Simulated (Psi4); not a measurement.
Process, species as SMILES: O (H2O) → [OH-] + H+
B3LYP-D3(BJ)/def2-TZVP geometries, fixed; electronic energies without zero-point terms.

Basis-set convergence of the deprotonation energy at HF with Psi4. Cartesian d functions, on some or all atoms, in 6-31G*, 6-31+G*; all else is spherical. Density fitting with the program's default auxiliary sets. Psi4's default fitting sets serve the pcseg sets less well. No added dispersion term, no relativity. Functions are those of the species that has most. Reference: the value in aug-cc-pV5Z, 407.28 kcal/mol, itself unsure by roughly 0.06 kcal/mol (its mean distance from aug-cc-pVQZ, def2-QZVPPD). Deviations are taken from unrounded values.

```tsv
basis	functions	deprotonation energy (kcal/mol)	minus reference (kcal/mol)
pcseg-0	13	431.11	23.83
6-31G*	19	429.04	21.76
6-31+G*	23	402.31	-4.97
pcseg-1	24	423.03	15.75
6-311G**	30	429.77	22.49
aug-cc-pVDZ	41	405.01	-2.27
aug-pcseg-1	41	403.69	-3.59
cc-pVTZ	58	423.04	15.76
def2-TZVPD	58	406.17	-1.11
aug-cc-pVTZ	92	406.83	-0.45
aug-pcseg-2	92	407.00	-0.28
cc-pVQZ	115	416.14	8.86
def2-QZVPP	117	410.74	3.46
pcseg-3	126	408.04	0.76
aug-cc-pVQZ	172	407.20	-0.08
aug-pcseg-3	183	407.32	0.04
cc-pV5Z	201	410.52	3.24
aug-cc-pV5Z	287	407.28	0.00
```
